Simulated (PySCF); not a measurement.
# How well do the runs reproduce experiment for C2H3F?

**What was measured.**

From NIST CCCBDB Release 22 (SRD 101), experimental dipoles, for the gas: dipole moment (microwave Stark effect) 1.43 D.

The results are set against them at the end.

Compound: C2H3F.
Numbering: `[CH2:1]=[CH:2][F:3]` (hydrogens: H4, H5 on C1; H6 on C2)

Cartesian coordinates in Å at the PBE0-D3(BJ)/def2-TZVP level; atoms count from 1:
```xyz
6
C2H3F angstrom
C      0.3046    0.2715   -0.5782
C     -0.2736   -0.3056    0.4541
F     -0.3750    0.2935    1.6440
H      0.3582   -0.2599   -1.5178
H      0.7272    1.2654   -0.5075
H     -0.7175   -1.2949    0.4591
```

The PySCF runs (gas phase, on this PBE0-D3(BJ)/def2-TZVP geometry; no spin–orbit coupling):

| level | job | basis functions | wall time |
| --- | --- | --- | --- |
| PBE0-D3(BJ)/def2-TZVP, grid level 2 | geometry optimisation from a GFN2-xTB start shaken at random | 111 | 27 s |
| B97-2/pcSseg-2 | shieldings | 150 | 5.5 s |
| KT3/pcSseg-2 | shieldings | 150 | 8.6 s |
| PBE0/pcSseg-2 | shieldings, charges and field gradients, density and orbital grids written | 150 | 8.1 s |
| wB97X-D/pcSseg-2 | shieldings | 150 | 7.2 s |
| CAM-B3LYP/aug-cc-pVTZ | 10 singlets by full TDDFT, 4 Tamm–Dancoff triplets, polarisability | 207 | 11 s |
| PBE0/aug-cc-pVTZ | 10 singlets by full TDDFT, 4 Tamm–Dancoff triplets, polarisability, dynamic polarisability, density and orbital grids written | 207 | 12 s |
| wB97X-D/aug-cc-pVTZ | 10 singlets by full TDDFT, 4 Tamm–Dancoff triplets, polarisability, ΔSCF ions | 207 | 24 s |
| B3LYP/pcJ-2 | spin–spin couplings from 6 perturbed nuclei | 225 | 14 s |
| B97-2/pcJ-2 | spin–spin couplings from 6 perturbed nuclei | 225 | 12 s |
| PBE0/pcJ-2 | spin–spin couplings from 6 perturbed nuclei | 225 | 13 s |

Hardware: Intel Xeon Platinum 8488C, one thread, shared host.

**Comparison with experiment**

**Dipole moment.** Measured: 1.43 D (NIST CCCBDB Release 22 (SRD 101), experimental dipoles).

| level | computed (D) | computed − measured (D) | % (from the printed values) |
| --- | --- | --- | --- |
| PBE0-D3(BJ)/def2-TZVP | 1.33 | -0.10 | -7 |
| B97-2/pcSseg-2 | 1.37 | -0.06 | -4 |
| KT3/pcSseg-2 | 1.28 | -0.15 | -10 |
| PBE0/pcSseg-2 | 1.38 | -0.05 | -3 |
| wB97X-D/pcSseg-2 | 1.40 | -0.03 | -2 |
| CAM-B3LYP/aug-cc-pVTZ | 1.41 | -0.02 | -1 |
| PBE0/aug-cc-pVTZ | 1.34 | -0.09 | -6 |
| wB97X-D/aug-cc-pVTZ | 1.35 | -0.08 | -6 |
| B3LYP/pcJ-2 | 1.40 | -0.03 | -2 |
| B97-2/pcJ-2 | 1.37 | -0.06 | -4 |
| PBE0/pcJ-2 | 1.38 | -0.05 | -3 |

Closest is CAM-B3LYP/aug-cc-pVTZ (-0.02 D), furthest KT3/pcSseg-2 (-0.15 D); one molecule doesn't rank methods. All 11 levels lie below the measurement. The computed dipoles belong to one fixed geometry; measured ones are averaged over vibrations unless marked μe. Magnitudes are compared, not signs.

The geometry is computed, not the measured one. Where a level misses, the cause wasn't examined.
